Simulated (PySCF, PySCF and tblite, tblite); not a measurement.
# C3H6N2: a path driven as a shift of bonds, and NMR exchange

The task here is to estimate one member of a computed series from the others.

Programs: PySCF 2.14.0 with density-fitted response routines of our own, and tblite 0.8.0. All values are computed, except where a source is named. Atoms count from 0 throughout.

## The molecule as given

11 atoms, charge 0, multiplicity 1; geometry from: force field or distance geometry start.

Bonds of the start (Å): C1–C2 1.46, C1–H6 1.09, C2–C3 1.34, C2–H7 1.05, C3–H8 1.10, C3–N4 1.41, N0–C1 1.29, N0–H5 1.02, N4–H10 1.05, N4–H9 1.06.

The first run:

The job: settings as JSON, then the geometry in Å.

```
{"job": {"xc": "GFN2-xTB", "basis": "xTB", "kind": "relax"}, "charge": 0, "multiplicity": 1}
N      0.484500     1.958200    -1.097300
C      1.403400     1.060400    -0.984900
C      1.131400    -0.374600    -1.044000
C     -0.149500    -0.704100    -1.253500
N     -1.176800     0.252100    -1.371700
H      0.647200     2.969000    -1.051900
H      2.421600     1.423500    -0.819600
H      1.851200    -1.140100    -0.950600
H     -0.448000    -1.765200    -1.311000
H     -1.226400     0.789800    -2.281300
H     -1.887000     0.452100    -0.623000
```

Started as:

```sh
OMP_NUM_THREADS=1 python ens_run.py task.json out
```

The driver reads the study from task.json and runs its stages one after another.

Among the steps run: GFN2-xTB relaxation, start minimum; Relaxed scan, to the middle; Relaxed scan, from the middle, back; Relaxed scan, from the middle, on; Nudged elastic band, leg 1; Saddle search, leg 1; DFT refinement, start: B3LYP-D3(BJ)/def2-SVP; Shieldings, start: BP86/pcSseg-1; Shieldings, saddle of leg 1: BP86/pcSseg-1; Kinetics and line shapes; Shieldings, start: PBE0/def2-TZVP; Single-point energy, saddle of leg 1: PBE0/def2-TZVP; Second level: PBE0/def2-TZVP + D3(BJ).

One of the session's tables, all rows but one given; the rest of the session is left out.

It belongs to the step «Second level: PBE0/def2-TZVP + D3(BJ)». Barriers by level (kcal/mol; entropies in cal/(mol K)). Zero-point and thermal terms come from xTB in every row. ΔG‡ leaves symmetry out; the rate counts one path; effective ΔG‡, where given, is the barrier that would give that rate by Eyring's equation alone:

| level | ΔE‡ | with zero-point | ΔH‡ | ΔG‡ (298 K) | k at 298 K (1/s) |
| --- | --- | --- | --- | --- | --- |
| GFN2-xTB | 4.98 | 2.44 | 1.88 | 3.05 | 3.6e+10 |
| B3LYP-D3(BJ)/def2-SVP | 6.31 | 3.77 | 3.21 | 4.38 | 3.8e+09 |
| BP86/pcSseg-1 + D3(BJ) | 3.65 | 1.11 | 0.55 | 1.72 | 3.4e+11 |
| PBE0/def2-TZVP + D3(BJ) | ? | ? | ? | ? | ? |

Q: Estimate the row for PBE0/def2-TZVP + D3(BJ) from the others.

**Answer.** ΔE‡: 6.34; with zero-point: 3.80; ΔH‡: 3.24; ΔG‡ (298 K): 4.42; k at 298 K (1/s): 3.6e+09. In the column «ΔE‡» it is the highest.

Caveats from the session: The moving atom is hydrogen and the barrier is narrow, so tunnelling, which is left out, should speed the exchange.
